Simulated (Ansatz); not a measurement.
Input for Ansatz (development build ahead of 0.2.0):

```yaml
crystal:
  periodic: [false, false, false]
  atoms:
    - { symbol: "N", position_ang: [0.0, 0.0, -0.28961] }
    - { symbol: O, position_ang: [0.0, 1.00549, 0.12671] }
    - { symbol: O, position_ang: [0.0, -1.00549, 0.12671] }
basis:
  gaussian: { orbitals: def2-TZVP }
magnetization:
  spin_polarized: true
  initial_magnetization: 1
hamiltonian:
  xc: hf
correlation:
  method: mp2
  frozen_orbitals: { "N": 1, O: 1 }
```

The input is written out in the form of the current development build from the run's settings.

Results

```json
{"Converged": "yes", "Reference energy": "-204.10403 hartree", "Correlation energy": "-0.63380 hartree", "Total energy": "-204.73783 hartree", "Spin squared of the determinant": "0.763"}
```
